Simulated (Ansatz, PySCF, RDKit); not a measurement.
Gas-phase reaction in SMILES: C(CC)[CH2-] -> CC([CH2-])C

Property: isomerisation energy (electronic), in kcal/mol. Terms: spin-orbit terms left out; 6-31G* and kin with 6d, 5d where marked; dispersion terms only where a functional's name holds one; 6-311+G** with 5d; non-relativistic. Ab initio and DFT rows: single points at B3LYP-D3(BJ) geometries (Ansatz, a first-principles code). Force-field rows are steric energies at their own minima; these count from a zero that differs with the bonding, so a difference between isomers is a use outside their ground. Sets without +, aug- or the D of def2-TZVPD hold no diffuse functions, which anions need.

| level | program | isomerisation energy (electronic) (kcal/mol) |
|---|---|---|
| MMFF94 steric energy | RDKit | 3.8 |
| HF/3-21G | Ansatz | -1.7 |
| BP86/def2-SVP | PySCF | -3.2 |
| B3LYP/6-31G* | Ansatz | -2.3 |
| M06-2X/6-31G* (5d) | PySCF | -2.9 |
| M06-2X/6-311+G** | PySCF | -3.9 |
| B3PW91/6-31G* (5d) | PySCF | -2.1 |
| M06-2X/def2-TZVPD | PySCF | -3.9 |
| wB97X-V/def2-TZVPD | Ansatz | -3.5 |

No value to compare with is used here. The 7 habitual levels span -3.9 (M06-2X/6-311+G**) to 3.8 kcal/mol (MMFF94 steric energy); M06-2X/def2-TZVPD gives -3.9.

The levels are drawn from those run, B3LYP/6-31G* more often than the rest, none by its result; runs whose electronic state is in doubt are left out.
